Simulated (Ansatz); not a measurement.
Input and output for `CC(O)(Cl)CF`.

```yaml
crystal:
  periodic: [false, false, false]
  atoms:
    - {symbol: C, position_ang: [-1.348208, -0.150080, 0.387819]}
    - {symbol: C, position_ang: [0.112481, 0.212340, 0.331246]}
    - {symbol: O, position_ang: [0.775945, -0.440284, 1.342145]}
    - {symbol: Cl, position_ang: [0.261305, 2.027986, 0.561132]}
    - {symbol: C, position_ang: [0.724836, -0.109734, -1.019542]}
    - {symbol: F, position_ang: [2.090329, 0.072243, -0.962455]}
    - {symbol: H, position_ang: [-1.753366, 0.134818, 1.357883]}
    - {symbol: H, position_ang: [-1.457188, -1.229920, 0.264148]}
    - {symbol: H, position_ang: [-1.906230, 0.365602, -0.393170]}
    - {symbol: H, position_ang: [1.722858, -0.303010, 1.215436]}
    - {symbol: H, position_ang: [0.316161, 0.528983, -1.803429]}
    - {symbol: H, position_ang: [0.538075, -1.164140, -1.247113]}
basis:
  gaussian: {orbitals: "6-31G*", point_charges: [{charge: 1.00, position_ang: [6.516, -0.876, 0.673]}]}
hamiltonian: {xc: {name: SPW92}}
accuracy: high
```

```sh
$ ansatz run in.yaml --threads 4 --pin off --events-out ev --progress --plain --max-ram 10444MiB
```

Shortened log:

```
Functional definition: SPW92
2484 factors; integrals over basis functions are off by at most 3.9e-9 eV
mean field evaluation 1: about -20384.2611 eV, gradient 6.3e1 eV
mean field evaluation 2: about -20370.1211 eV, gradient 1.0e2 eV
mean field evaluation 4: about -20392.4462 eV, gradient 4.5e0 eV
mean field evaluation 8: about -20392.4752 eV, gradient 1.0e-1 eV
mean field evaluation 16: about -20392.4752 eV, gradient 1.5e-5 eV
mean field -20392.47523508 eV, -749.4096423730 hartree, gradient 5.4e-8 eV, S^2 0.000000; 0 other end points of the search recorded, 0 dependent functions left out
reference -20392.47523746 eV, -749.4096424607 hartree; 29, 29 occupied and 77, 77 virtual orbitals, 2484 factors
Total energy: -20392.47523746 eV, -749.4096424607 hartree
```

Hardware: 4 threads of an Intel Xeon 6975P-C on a shared host. Wall time 1.2 s, peak host memory 0.61 GiB.
